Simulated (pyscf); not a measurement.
Structures and frequencies: ωB97X-D3(BJ)/def2-SVP in PySCF. Correlated levels are frozen-core, on RHF or UHF. ΔMP2 is the change of the MP2 total energy from the triple- to the quadruple-zeta basis.

Question: Estimate by transition-state theory (the high-pressure limit) the rate constant of `[CH3][Ge](=[O])[OH]` → `[O]=[Ge]=[O]` + `[CH4]` (singlet surface; C–Ge, H–O broken, C–H formed) at 900 K, with CCSD(T)/def2-TZVPP + ΔMP2(QZVPP) energies (ideal gas, 1 atm, RRHO with modes under 100 cm⁻¹ raised to 100, one conformer, R ln 2 for chiral ones without a mode under 150 cm⁻¹; no tunnelling).

Answer: The electronic barrier is 73.0 kcal/mol and the thermal terms add -2.3, so ΔG‡ = 70.7 kcal/mol. With k_BT/h = 1.88e+13 s⁻¹ and RT = 1.788 kcal/mol, k = 1.3e-04 s⁻¹, a half-life of 5.4e+03 s through this channel alone. Wigner's tunnelling factor for 1694i cm⁻¹ would be 1.31. A shift of 1 kcal/mol in the barrier changes k by a factor 1.7. On the reactant side the descent ends in a point that may be a rotor saddle (no frequency run), 4.4 kcal/mol over the lowest minimum found and 70.2 kcal/mol under the saddle at ωB97X-D3(BJ)/def2-TZVP. This is the saddle that the search found; another between the same sides may lie lower. The CCSD(T) − MP2 part came from Ansatz, without density fitting, on the same reference. The frozen core leaves the outer d or s,p core shells of the metals and heavy elements correlated in the MP2 and CC values, and def2-TZVPP describes them poorly, which can shift differences by a few kcal/mol. Elements up to Kr have no core potential and no relativistic terms here.
